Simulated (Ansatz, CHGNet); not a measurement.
Elastic constant C12 (GPa) of solids drawn from the class of oxides, at two levels: the machine-learned potential CHGNet 0.3.0 (trained on PBE and PBE+U data), and PBE (PAW; Ansatz, a program for electronic structure).

```json
[
 {"solid": "cubic perovskite BaZrO₃", "CHGNet 0.3.0": "83.1", "PBE": "79.1", "shift (%)": "-4.8"},
 {"solid": "rock-salt CaO", "CHGNet 0.3.0": "61.9", "PBE": "57.4", "shift (%)": "-7.3"},
 {"solid": "corundum (α-Al2O3)", "CHGNet 0.3.0": "160", "PBE": "149", "shift (%)": "-6.9"},
 {"solid": "rock-salt MgO", "CHGNet 0.3.0": "81.7", "PBE": "90.0", "shift (%)": "+10.2"},
 {"solid": "cubic perovskite BaHfO₃", "CHGNet 0.3.0": "80.9", "PBE": "78.9", "shift (%)": "-2.5"},
 {"solid": "anatase TiO₂ (metastable phase)", "CHGNet 0.3.0": "150", "PBE": "150", "shift (%)": "0.0"},
 {"solid": "A-type hexagonal La₂O₃", "CHGNet 0.3.0": "123", "PBE": "118", "shift (%)": "-4.1"},
 {"solid": "rock-salt BaO", "CHGNet 0.3.0": "41.4", "PBE": "46.0", "shift (%)": "+11.1"},
 {"solid": "cubic perovskite KTaO₃", "CHGNet 0.3.0": "81.7", "PBE": "75.0", "shift (%)": "-8.2"},
 {"solid": "rutile TiO₂", "CHGNet 0.3.0": "165", "PBE": "169", "shift (%)": "+2.4"}
]
```

The shifts run from -8.2 % to +11.1 %, with a median of -3.3 %.

Over all 10 rows PBE is the larger in 3.

Ansatz's runs of these crystals have no spin polarisation.

Spin–orbit coupling is left out, also for the solids with elements from indium on (cubic perovskite BaZrO3, cubic perovskite BaHfO3, A-type hexagonal La2O3, rock-salt BaO, cubic perovskite KTaO3); its size isn't shown.

Each level is taken at its own relaxed cell. Ansatz's density-functional and Hartree–Fock values are scalar-relativistic unless marked +SOC, with PAW data made under PBE.
